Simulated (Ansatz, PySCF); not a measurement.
Gas-phase reaction in SMILES: [CH2]Cl → [CH2-]Cl (an electron is taken up)
Structures are relaxed separately at B3LYP-D3(BJ)/def2-TZVP in Ansatz (an electronic-structure program).

Quantity: adiabatic electron affinity (0 K, with B3LYP-D3(BJ) harmonic zero-point energies from PySCF), positive where the reaction releases energy, in eV. Correlated levels leave the core frozen unless marked. Open shells are spin-unrestricted. Spin-orbit coupling is left out. Non-relativistic. Anions need diffuse functions: aug- sets have them; def2-D sets add few; the other sets have none. Basis-set limits of correlation are two-point, X^-3; Hartree-Fock from the larger set.

CCSD(T)/CBS(def2-TZVPPD,def2-QZVPPD) (Ansatz) gives 0.67 eV.

### Question
Another calculation gave 0.56 eV. Which level was it?
A) BP86/def2-TZVPD (PySCF)
B) BHLYP/def2-TZVPD (Ansatz)
C) revPBE/def2-TZVPD (Ansatz)
D) HF/def2-TZVPD (PySCF)

### Answer
C, revPBE/def2-TZVPD (Ansatz). The others give 0.72 (BP86), 0.37 (BHLYP), -0.59 (HF) eV.
